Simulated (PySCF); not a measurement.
**Gas-phase thermal properties of Li₂**

Energies from PySCF (xtb for GFN2), thermal terms from the rigid-rotor harmonic-oscillator model, ideal gas at 1 bar. 'Table' is the NASA 1993 thermochemical table (part measured, part estimated). 6-31G* has spherical d functions here. All species are closed-shell singlets. B3LYP is the form with VWN-RPA correlation. The harmonic model lacks anharmonicity and excited electronic states, which grow with temperature; levels with a mode under 35 cm⁻¹ are left out. The table's entry may be an old estimate for Li₂ (not checked at source).

```json
[
 {"level": "table", "point group": "-", "σ": "-", "ZPE (kJ/mol)": "-", "S°298 (J/mol/K)": "197.0", "Cp298 (J/mol/K)": "36.1", "S°1000 (J/mol/K)": "242.6", "H1000 − H298 (kJ/mol)": "26.6"},
 {"level": "B3LYP/6-31G*", "point group": "D∞h", "σ": "2", "ZPE (kJ/mol)": "2.1", "S°298 (J/mol/K)": "197.1", "Cp298 (J/mol/K)": "35.7", "S°1000 (J/mol/K)": "241.6", "H1000 − H298 (kJ/mol)": "25.9"},
 {"level": "GFN2-xTB", "point group": "D∞h", "σ": "2", "ZPE (kJ/mol)": "2.3", "S°298 (J/mol/K)": "193.5", "Cp298 (J/mol/K)": "35.4", "S°1000 (J/mol/K)": "237.7", "H1000 − H298 (kJ/mol)": "25.8"},
 {"level": "HF/6-31G*", "point group": "D∞h", "σ": "2", "ZPE (kJ/mol)": "2.0", "S°298 (J/mol/K)": "197.7", "Cp298 (J/mol/K)": "35.8", "S°1000 (J/mol/K)": "242.1", "H1000 − H298 (kJ/mol)": "25.9"},
 {"level": "PBE/def2-SVP", "point group": "D∞h", "σ": "2", "ZPE (kJ/mol)": "1.9", "S°298 (J/mol/K)": "197.8", "Cp298 (J/mol/K)": "35.9", "S°1000 (J/mol/K)": "242.4", "H1000 − H298 (kJ/mol)": "25.9"},
 {"level": "PBE0/def2-TZVP", "point group": "D∞h", "σ": "2", "ZPE (kJ/mol)": "2.0", "S°298 (J/mol/K)": "197.3", "Cp298 (J/mol/K)": "35.8", "S°1000 (J/mol/K)": "241.8", "H1000 − H298 (kJ/mol)": "25.9"}
]
```
σ: rotational symmetry number. Electronic degeneracy used: 1. Frequencies are unscaled.
